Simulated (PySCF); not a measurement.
C3H5N3.
SMILES with atom numbers: `[CH3:1][n:2]1[cH:3][cH:4][n:5][n:6]1` (hydrogens: H7, H8, H9 on C1; H10 on C3; H11 on C4)

Cartesian coordinates in Å at the PBE0-D3(BJ)/def2-SVP level; atoms count from 1:
```
atom  x, y, z in Å
C1    -1.491   -0.004    0.729
N2    -0.218   -0.192    0.083
C3     0.741    0.721   -0.195
C4     1.711   -0.011   -0.845
N5     1.291   -1.297   -0.922
N6     0.133   -1.397   -0.365
H7    -1.364    0.533    1.679
H8    -2.183    0.556    0.082
H9    -1.905   -1.000    0.924
H10    0.659    1.768    0.084
H11    2.668    0.310   -1.250
```

The closed-shell ground state was solved at several levels (PySCF, density fitting, gas phase, non-relativistic).

| level | basis functions | total energy (Eh) | HOMO (eV) | LUMO (eV) | gap (eV) | dipole (D) |
| --- | --- | --- | --- | --- | --- | --- |
| KT2/pcSseg-2 | 286 | -286.3872 | -6.36 | -1.10 | 5.26 | 4.48 |
| B3LYP/pcSseg-2 | 286 | -281.6495 | -7.38 | -0.45 | 6.93 | 4.67 |
| KT3/pcSseg-2 | 286 | -285.9891 | -6.37 | -1.12 | 5.25 | 4.43 |
| B97-D/pcSseg-2 | 286 | -281.4417 | -6.11 | -1.10 | 5.01 | 4.55 |
| mPW1PW91/pcSseg-2 | 286 | -281.5757 | -7.61 | -0.20 | 7.41 | 4.66 |

Problem. What might PBE0/pcSseg-2 (286 basis functions) give for the same quantities?

Solution. Total energy -281.3217 Eh, HOMO -7.59 eV, LUMO -0.18 eV, gap 7.41 eV, dipole 4.67 D.

Problem. In the pcSseg-2 basis, how does the gap go with the fixed share of exact exchange?

Solution. B97-D (0 %) 5.01 eV; KT3 (0 %) 5.25 eV; KT2 (0 %) 5.26 eV; B3LYP (20 %) 6.93 eV; mPW1PW91 (25 %) 7.41 eV; PBE0 (25 %) 7.41 eV. Each rise in the share widens the gap here.

Problem. How far do the dipole and the HOMO energy spread over the levels?

Solution. The dipole runs from 4.43 to 4.67 D (mean 4.58 D) and the HOMO from -7.61 to -6.11 eV.

B97-D is run here without its empirical dispersion term; that term would change no orbital, density or response property at a fixed geometry.
